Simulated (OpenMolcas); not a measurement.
## How basis sets differ on CH4BN (SMILES B1CN1)

The species is CH4BN (7 atoms), meant as a singlet with charge 0. As SMILES, `B1CN1`. The coordinates come from a GFN2-xTB relaxation.

Each level gives the HOMO–LUMO gap (eV). The values are calculated.

```
                          level          kind     program  value (eV)
                    HF/ANO-L-MB  Hartree–Fock  OpenMolcas       15.18
                      HF/STO-3G  Hartree–Fock  OpenMolcas       18.05
                       HF/3-21G  Hartree–Fock  OpenMolcas       15.32
                    HF/def2-SVP  Hartree–Fock  OpenMolcas       14.93
                   HF/def2-TZVP  Hartree–Fock  OpenMolcas       14.05
HF/ANO-R2 (sfX2C, RICD fitting)  Hartree–Fock  OpenMolcas       12.71
```

The values span 12.71 to 18.05 eV. A Hartree–Fock LUMO above zero doesn't converge with the basis: it sinks as sets grow more diffuse. Orbital gaps aren't excitation energies.
